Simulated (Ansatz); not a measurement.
CH3, doublet in STO-3G: errors against full CI

Geometry: MP2(full)/6-31G*, from the G2/97 set.

```xyz
4

C     0.0000    0.0000    0.0000
H     0.0000    1.0784    0.0000
H     0.9339   -0.5392    0.0000
H    -0.9339   -0.5392    0.0000
```

Basis STO-3G; Ansatz 0.2.0. Correlated methods freeze the noble-gas cores, which leaves 7 electrons in 7 orbitals. Prefix R: restricted or restricted open-shell reference; prefix U: unrestricted. Active spaces: valence = (7e, 7o) chosen from the atoms' valence shells.

Full CI is exact within this basis and frozen core; it isn't the basis-set limit. The frozen core follows each run's orbitals, which can shift R against U totals by a few meV.

For open shells CISD and CISDTQ are restricted-active-space CI with the open shells as a complete middle space.

* UHF ⟨S²⟩: 0.765
* T1 diagnostic (RCCSD): 0.0168
* largest doubles amplitude (RCCSD): 0.070
* T1 diagnostic (UCCSD): 0.0044

```csv
level,E − E(full CI) (meV),share of correlation (%),wall time
RHF,1690,0.00,–
UHF,1566,7.36,–
RMP2,575,65.97,–
UMP2,533,68.44,–
CISD,43,97.44,0.09 s
RCCSD,5,99.70,–
UCCSD,6,99.67,–
RCCSD(T),2,99.89,0.18 s
UCCSD(T),2,99.88,0.19 s
BCCD(T),2,99.86,0.27 s
RCCSDT,0,99.98,–
UCCSDT,0,100.01,–
CISDTQ,0,99.98,0.09 s
RCCSDT(Q),0,100.00,1.3 s
UCCSDT(Q),-1,100.03,1.2 s
RCCSDTQ,0,100.01,5.5 s
UCCSDTQ,-1,100.04,5.5 s
```

The correlation energy at full CI, counted from RHF, is -1.690 eV. That run took 0.12 s on 1 thread of AMD EPYC 7R13, shared host over 321 determinants.

Run but not shown, since their state or frozen core can't be matched to the reference's or they repeat it: CASSCF (valence space), NEVPT2 (valence space), NEVPT4(SD) (valence space), MRCISD (valence space), MRCISD+Q (valence space).

Times hold each run's SCF and search for its determinant on a shared host, so for small cases they say little of a method's own cost; they ran on 1 thread of AMD EPYC 7R13.

The full-CI state has the irrep B1 of C2v, in the program's axes (one component, if the state is degenerate).

Natural occupations of full CI about the gap: 1.979 1.977 1.977 1.000 0.028 0.020 0.020; effectively unpaired electrons, Σ n²(2−n)², 1.01.

Atomization energy (electronic, same basis, no zero-point term; atoms at the same level, unrestricted beside the R rows where the molecule is a closed shell, with restricted open-shell steps beyond CCSDT(Q)) at full CI: 1354.4 kJ/mol. Errors of other levels:

```tsv
level	error (kJ/mol)
RHF	-110.0
UHF	-98.0
RMP2	-28.2
UMP2	-24.2
CISD	-4.2
RCCSD	-0.5
UCCSD	-0.5
RCCSD(T)	-0.2
UCCSD(T)	-0.2
BCCD(T)	-0.2
RCCSDT	0.0
UCCSDT	0.0
CISDTQ	0.0
RCCSDT(Q)	0.0
UCCSDT(Q)	0.0
RCCSDTQ	0.0
UCCSDTQ	0.1
```

This basis is far from its limit, so the value isn't to be set against a measured one. Truncated CI isn't size-consistent, which counts against it in atomization.
